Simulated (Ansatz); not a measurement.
Correlation energies of CH₄OSi, SMILES `C[Si]O` by basis set

Cartesian coordinates in Å:
```
C 0.716 0.156 0.412
Si -1.111 -0.202 0.818
O -1.731 -0.371 -0.708
H 1.149 -0.672 -0.162
H 1.323 0.301 1.308
H 0.799 1.061 -0.204
H -1.145 -0.274 -1.465
```

Total charge 0; spin multiplicity 1. The geometry is a stationary point of PBE0-D4/def2-TZVP. It is one conformer, not always the lowest. Frozen core, restricted reference, the Gaussian-basis code of Ansatz. CBS rows extrapolate triple and quadruple zeta.

| basis | HF (Eh) | MP2 corr. | CCSD corr. | (T) | CCSD(T) total |
| --- | --- | --- | --- | --- | --- |
| def2-SVP | ? | -0.41541 | -0.45029 | -0.01174 | ? |
| def2-TZVPP | -404.05930 | -0.52368 | -0.55262 | ? | ? |
| def2-QZVPP | -404.07393 | -0.56268 | -0.58514 | -0.02383 | -404.68290 |
| CBS(def2) | -404.07595 | -0.59157 | -0.60922 | -0.02586 | -404.71103 |
| cc-pV(D+d)Z | -404.00285 | ? | ? | -0.01199 | ? |
| cc-pV(T+d)Z | -404.05969 | -0.52511 | -0.55369 | -0.02122 | -404.63460 |
| cc-pV(Q+d)Z | -404.07193 | -0.56339 | -0.58588 | -0.02381 | -404.68162 |
| CBS(cc) | -404.07561 | -0.59063 | -0.60880 | -0.02566 | -404.71007 |

Problem. Fill in the withheld values. (Best estimate.)

Solution. The calculation gave: def2-SVP HF (Eh): -403.81085; def2-SVP CCSD(T) total: -404.27288; def2-TZVPP (T): -0.02109; def2-TZVPP CCSD(T) total: -404.63301; cc-pV(D+d)Z MP2 corr.: -0.41827; cc-pV(D+d)Z CCSD corr.: -0.45395; cc-pV(D+d)Z CCSD(T) total: -404.46879.
